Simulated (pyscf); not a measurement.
## Routes from Cl–AlH–Cl (SMILES [Cl][AlH][Cl]) + NH₃ (SMILES N)

Candidate steps break at most two bonds and form at most two. Each was searched with GFN2-xTB (tblite) first. Optimised with ωB97X-D3(BJ)/def2-SVP in PySCF. Energies: ωB97M-D3(BJ)/def2-TZVP, kJ/mol, from the separated reactants, singlet surface; ΔG‡ with ideal gas, 1 atm, RRHO with modes under 100 cm⁻¹ raised to 100, one conformer, R ln 2 for chiral ones without a mode under 150 cm⁻¹.

| products | type | ΔE‡ | ΔE | ΔG‡ 298 K | ΔG‡ 900 K | ν‡ (cm⁻¹) |
|---|---|---|---|---|---|---|
| H₂N–Al(Cl)–Cl + H₂ | four-centre exchange | 4.4 | -72.7 | 42.0 | 128.9 | 1259i |
| Cl–AlH–Cl + NH₃ | four-centre exchange | 340.3 | 0.0 | 368.7 | 456.6 | 1449i |

Row 1: On the reactant side the descent ends in an adduct with a Al–N contact, 157.8 kJ/mol under the separated species and 155.4 kJ/mol under the saddle at ωB97X-D3(BJ)/def2-TZVP. Row 2: On the reactant side the descent ends in an adduct with a Al–N contact, 159.3 kJ/mol under the separated species and 510.0 kJ/mol under the saddle at ωB97X-D3(BJ)/def2-TZVP. On the product side the descent ends in an adduct with a Al–N contact, 159.3 kJ/mol under the separated species and 510.0 kJ/mol under the saddle at ωB97X-D3(BJ)/def2-TZVP. 

Plain bond fissions and candidates not yet searched are not listed, and one of them may be faster. Each barrier is that of the saddle found; lower ones may exist. One closed-shell reference is unstable to symmetry breaking; treat the single-reference values with care.
